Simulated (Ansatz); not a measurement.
CH6OSi⁺, that is Si(OMe)H3 with one electron fewer, relaxed as a doublet with UKS PBE0-D4/def2-TZVP in Ansatz, starting from the PBE0-D4/def2-TZVP geometry of the neutral singlet. Force threshold 0.02 eV/Å.

The relaxation made no stability test and no search for a lower SCF solution.

Start:

```csv
atom,x (Å),y (Å),z (Å)
Si1,0.315,0.388,-1.218
O2,-0.443,0.625,0.219
C3,-0.380,-0.311,1.269
H4,-0.792,-1.282,0.968
H5,-0.971,0.070,2.104
H6,0.650,-0.461,1.613
H7,1.786,0.244,-1.025
H8,0.018,1.576,-2.050
H9,-0.183,-0.850,-1.883
```

Task: Estimate the energy that the relaxation releases and the steps that it takes.

Result: 39.7 kJ/mol, in 23 steps; 30 s on 4 threads of Arm Neoverse V2 on a shared host. No frequencies were taken in this run, so the end may be a saddle point.

Task: Does the start keep its bonding?

Result: By distances, no bond broke or formed. The bond that changes most is Si1–O2, from 1.64 to 1.75 Å (atoms count from 1).

Task: Predict the relaxed structure.

Result: 
```xyz
9

Si    0.386    0.352   -1.362
O     0.182    0.502    0.366
C    -0.381   -0.362    1.264
H    -0.759   -1.288    0.833
H    -1.157    0.211    1.817
H     0.364   -0.522    2.072
H     1.870    0.407   -1.417
H    -0.258    1.612   -1.804
H    -0.247   -0.913   -1.769
```
Bond lengths: 1 × O–Si 1.75 Å; 1 × C–O 1.37 Å; 3 × H–Si 1.47 to 1.49 Å; 3 × C–H 1.09 to 1.11 Å.
